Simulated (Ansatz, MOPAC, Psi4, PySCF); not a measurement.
Molecule: NaCl, charge 0, multiplicity 1. SMILES: [Na][Cl]
Coordinates optimised at B3LYP-D3(BJ)/def2-TZVP (Ansatz, an electronic-structure program):
```
Na
Cl 1 2.3632
```

Quantity: enthalpy of formation at 298 K, in kcal/mol. Terms: 6-311+G** with 5d, 6d on Na to Ar in Ansatz; valence correlation only; no spin-orbit coupling; non-relativistic; LANL2DZ with its own core potentials from Na on; 6-31G* and kin with 6d, 5d where marked; open shells spin-unrestricted. Basis-set limits of correlation are two-point, X^-3; Hartree-Fock from the larger set. Ab initio and DFT rows: single points at B3LYP-D3(BJ) geometries (Ansatz), with unscaled harmonic terms from B3LYP/6-31G* at its own minima, enthalpies of formation by atomisation with measured atoms. Semi-empirical rows: MOPAC heats of formation at their own minima for 298 K.

Measured values: G2/97 table in ASE (Curtiss et al.); they hold spin-orbit and core effects, anharmonicity. 

Value to compare with, the measured value: -43.6 kcal/mol.

```tsv
level	program	enthalpy of formation at 298 K (kcal/mol)	error
PM3	MOPAC	-40.4	3.2
HF/3-21G	Ansatz	-15.9	27.7
SVWN5/6-31G*	Ansatz	-46.7	-3.1
PBE/STO-3G	Ansatz	-148.9	-105.3
PBE/6-31G*	Ansatz	-37.7	5.9
BLYP/6-31G*	Ansatz	-34.9	8.7
BP86/def2-SVP	PySCF	-39.0	4.6
B3LYP/LANL2DZ	Ansatz	-34.9	8.7
B3LYP/6-31G*	Ansatz	-36.0	7.6
B3LYP/6-31+G*	Ansatz	-37.3	6.3
wB97X-D/6-311+G**	Psi4	-44.4	-0.8
MP2/STO-3G	Ansatz	-143.7	-100.1
MP2/LANL2DZ	Ansatz	-22.0	21.6
MP2/6-311+G**	Ansatz	-36.5	7.1
PBE0/def2-TZVPD	Ansatz	-39.2	4.4
CCSD(T)/CBS(def2-TZVPPD,def2-QZVPPD)	Ansatz	-45.1	-1.5
```

Among the 14 habitual levels, PBE/STO-3G lies farthest from the measured value (-105.3 kcal/mol); 10 of 14 lie above it, and their mean absolute error is 22.2 kcal/mol, the median 7.3. One case shows no general order.

The levels are drawn from those run, B3LYP/6-31G* more often than the rest, none by its result; runs whose electronic state is in doubt are left out.
